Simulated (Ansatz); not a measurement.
Si2C, relaxed as a singlet with RKS PBE0-D4/def2-TZVP in Ansatz, starting from the GFN1-xTB geometry. Force threshold 0.02 eV/Å.

The structure comes from a short search, and lower isomers may exist.

Start:

```csv
atom,x (Å),y (Å),z (Å)
Si1,-0.023,-0.315,-0.843
Si2,0.471,-0.968,1.261
C3,-0.448,1.282,-0.417
```

(1) Estimate the energy that the relaxation releases and the steps that it takes.

(2) Does the start keep its bonding and symmetry?

(3) Predict the relaxed structure.

Results:

(1) 3.74 eV, in 9 steps; 6 s on 4 threads of Arm Neoverse V2 on a shared host. No frequencies were taken in this run, so the end may be a saddle point.

(2) Bonds lost: Si1–Si2 (atoms count from 1). Bonds formed: Si2–C3 (atoms count from 1). The end is the same structure that another start reached, the lowest one found. Point group Cs at the start, C2v at the end, both within 0.05 Å.

(3) 
Cartesian coordinates in Å:
```
Si -0.1304 -0.2470 -1.4598
Si 0.2912 -0.2974 1.4268
C -0.1608 0.5444 0.0330
```
Bond lengths: 2 × C–Si 1.69 Å.
